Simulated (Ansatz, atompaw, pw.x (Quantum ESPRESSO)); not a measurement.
## pw.x on bcc Nb: one setting changed

Potential: PAW, atompaw 4.2.0.5, LDA (PW92); core [Ar] 3d10, reference 4s2 4p6 4d4.5 5s0.5 5p0; waves: 4s (bound): rc 1.90 bohr; 5s (bound): rc 2.50 bohr; 4p (bound): rc 1.65 bohr; 5p (bound, empty): rc 2.50 bohr; 4d (bound): rc 2.50 bohr; 4d channel at 0.1 Ry: rc 2.50 bohr; local part: troulliermartins scheme with l = 3 at 1 Ry, radius 2.05 bohr; core correction: smooth core density matched at 1.45 bohr; augmentation: sinc compensation charge, radius 2.25 bohr; PAW radius 2.50 bohr; waves and projectors: custom polynom2 7 10 vanderbiltortho.

The reference run (k-mesh 14³, cutoffs 100/900 Ry, Fermi–Dirac 0.01 Ry, mixing_beta 0.4, conv_thr 1e-9, no spin) gives -1.69 GPa at 17.208 Å³/atom, where all-electron LAPW gives -0.41 GPa. This run, with its own iteration cap, changes nspin = 2 with starting_magnetization to -0.3.

```
&control
  calculation='scf', prefix='x', pseudo_dir='./', outdir='./tmp', tstress=.true., disk_io='none'
/
&system
  ibrav=0, nat=1, ntyp=1, ecutwfc=100, ecutrho=900, nbnd=14,
  occupations='smearing', smearing='fd', degauss=0.01, nspin=2, starting_magnetization(1)=-0.3
/
&electrons
  conv_thr=1e-09, mixing_beta=0.4, electron_maxstep=50
/
ATOMIC_SPECIES
Nb 1.0 Nb.UPF
CELL_PARAMETERS angstrom
  -1.62638541 1.62638541 1.62638541
  1.62638541 -1.62638541 1.62638541
  1.62638541 1.62638541 -1.62638541
ATOMIC_POSITIONS crystal
Nb 0.0000 0.0000 0.0000
K_POINTS automatic
14 14 14 0 0 0
```

```bash
pw.x < Nb.scf.in > Nb.scf.out
```

Task: How does the run end?

Result: It converges in 11 iterations; the free energy moves by +0.0 meV/atom and the pressure by -0.02 GPa. The result is that of the reference run.

```
Message from routine setup:
     using ibrav=0 with symmetry is DISCOURAGED, use correct ibrav instead
     lattice parameter (alat)  =       5.3233  a.u.
     unit-cell volume          =     116.1253 (a.u.)^3
     number of electrons       =        13.00
     number of Kohn-Sham states=           14
     kinetic-energy cutoff     =     100.0000  Ry
     charge density cutoff     =     900.0000  Ry
     scf convergence threshold =      1.0E-09
     Exchange-correlation= SLA PW NOGX NOGC
     atomic species   magnetization
     number of k points=   104  Fermi-Dirac smearing, width (Ry)=  0.0100
     iteration #  1     ecut=   100.00 Ry     beta= 0.40
     total energy              =    -326.03132218 Ry
     estimated scf accuracy    <       0.27614268 Ry
     total magnetization       =    -0.86 Bohr mag/cell
     absolute magnetization    =     0.86 Bohr mag/cell
     iteration #  2     ecut=   100.00 Ry     beta= 0.40
     total energy              =    -326.07790442 Ry
     estimated scf accuracy    <       0.06371419 Ry
     total magnetization       =    -0.70 Bohr mag/cell
     absolute magnetization    =     0.70 Bohr mag/cell
     iteration #  3     ecut=   100.00 Ry     beta= 0.40
     total energy              =    -326.09397661 Ry
     estimated scf accuracy    <       0.00747363 Ry
     total magnetization       =    -0.45 Bohr mag/cell
     absolute magnetization    =     0.45 Bohr mag/cell
     iteration #  4     ecut=   100.00 Ry     beta= 0.40
     total energy              =    -326.09804972 Ry
     estimated scf accuracy    <       0.00020925 Ry
     total magnetization       =    -0.16 Bohr mag/cell
     absolute magnetization    =     0.16 Bohr mag/cell
     iteration #  5     ecut=   100.00 Ry     beta= 0.40
     c_bands:  1 eigenvalues not converged
     c_bands:  1 eigenvalues not converged
     c_bands:  1 eigenvalues not converged
     c_bands:  1 eigenvalues not converged
     total energy              =    -326.09843233 Ry
     estimated scf accuracy    <       0.00004521 Ry
     total magnetization       =    -0.08 Bohr mag/cell
     absolute magnetization    =     0.08 Bohr mag/cell
     iteration #  6     ecut=   100.00 Ry     beta= 0.40
     total energy              =    -326.09857986 Ry
     estimated scf accuracy    <       0.00001077 Ry
     total magnetization       =    -0.00 Bohr mag/cell
     absolute magnetization    =     0.00 Bohr mag/cell
     iteration #  7     ecut=   100.00 Ry     beta= 0.40
     total energy              =    -326.09857978 Ry
     estimated scf accuracy    <       0.00000247 Ry
     total magnetization       =    -0.01 Bohr mag/cell
     absolute magnetization    =     0.01 Bohr mag/cell
     iteration #  8     ecut=   100.00 Ry     beta= 0.40
     total energy              =    -326.09858229 Ry
     estimated scf accuracy    <       0.00000024 Ry
     total magnetization       =     0.00 Bohr mag/cell
     absolute magnetization    =     0.00 Bohr mag/cell
     iteration #  9     ecut=   100.00 Ry     beta= 0.40
     total energy              =    -326.09858228 Ry
     estimated scf accuracy    <       0.00000009 Ry
     total magnetization       =     0.00 Bohr mag/cell
     absolute magnetization    =     0.00 Bohr mag/cell
     iteration # 10     ecut=   100.00 Ry     beta= 0.40
     total energy              =    -326.09858233 Ry
     estimated scf accuracy    <       0.00000001 Ry
     total magnetization       =    -0.00 Bohr mag/cell
     absolute magnetization    =     0.00 Bohr mag/cell
     iteration # 11     ecut=   100.00 Ry     beta= 0.40
     the Fermi energy is    17.9810 ev
!    total energy              =    -326.09858234 Ry
     estimated scf accuracy    <          1.2E-10 Ry
     smearing contrib. (-TS)   =      -0.00619420 Ry
     total magnetization       =    -0.00 Bohr mag/cell
     absolute magnetization    =     0.00 Bohr mag/cell
     convergence has been achieved in  11 iterations
          total   stress  (Ry/bohr**3)                   (kbar)     P=      -17.06
     Message from routine punch:
     Nothing written, as per user request (disk_io='none')
```

The run took about 93 s on one core of a shared host (Intel(R) Xeon(R) Platinum 8488C, 192 threads, 744 GiB, load 96).
